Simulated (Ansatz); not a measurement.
**BF₃ (singlet): wave-function methods side by side, cc-pVDZ**

The task here is to estimate one member of a computed series from the others.

The runs use Ansatz 0.2.0, Gaussian basis; cc-pVDZ, core rule «outside noble gas», up to 4 orbitals frozen.

The runs, in order: UHF; CCSD(T) on RHF; BCCD(T) on RHF; CISD; CCSDT(Q) on RHF.

25 further runs of the same task are left out: 7 for a known fault of the program, 1 that didn't finish, 17 set aside as unsound or not needed.

**The system**

The geometry is an MP2(full)/6-31G* stationary point (not a proven minimum).

4 atoms, charge 0, spin multiplicity 1.

Atoms are counted from 1 here; the program's logs count them from 0.

Bond lengths: B1–F2 1.322 Å, B1–F3 1.322 Å, B1–F4 1.322 Å. Angles: F2–B1–F3 120.0°, F2–B1–F4 120.0°, F3–B1–F4 120.0°.

Set-up of the first run:

in.yaml reads:

```yaml
crystal:
  periodic: [false, false, false]
  atoms:
    - {symbol: B, position_ang: [0.000000, 0.000000, 0.000000]}
    - {symbol: F, position_ang: [0.000000, 1.321760, 0.000000]}
    - {symbol: F, position_ang: [1.144678, -0.660880, 0.000000]}
    - {symbol: F, position_ang: [-1.144678, -0.660880, 0.000000]}
basis:
  gaussian: {orbitals: cc-pVDZ}
magnetization: {spin_polarized: true, initial_magnetization: 0}
hamiltonian: {xc: hf}
output: {orbitals: {seedname: orbitals}}
```

Run with:

```console
ansatz run in.yaml --threads 1 --pin off --events-out ev --progress --plain --max-ram 3793MiB --backend cpu
```

Steps of the session up to this table: UHF; CCSD(T) on RHF; BCCD(T) on RHF; CISD; CCSDT(Q) on RHF.

One of the session's tables, all rows but one given; the rest of the session is left out.

```
   method  from RCCSDT(Q) (meV)
      RHF                     ?
     RMP2                +506.9
     CISD               +2109.0
    RCCSD                +347.7
 RCCSD(T)                 +48.7
  BCCD(T)                 +40.5
   RCCSDT                 +37.6
RCCSDT(Q)                     0
```

**Question.** Estimate the row for RHF.

**Answer.** from RCCSDT(Q) (meV): +17878.7. In the column «from RCCSDT(Q) (meV)» it is the highest.

With the free atoms at the same levels and basis (separate runs), the atomisation energy is 18.625 eV at RCCSDT(Q), 18.602 eV at RCCSD(T), 14.825 eV at RHF.
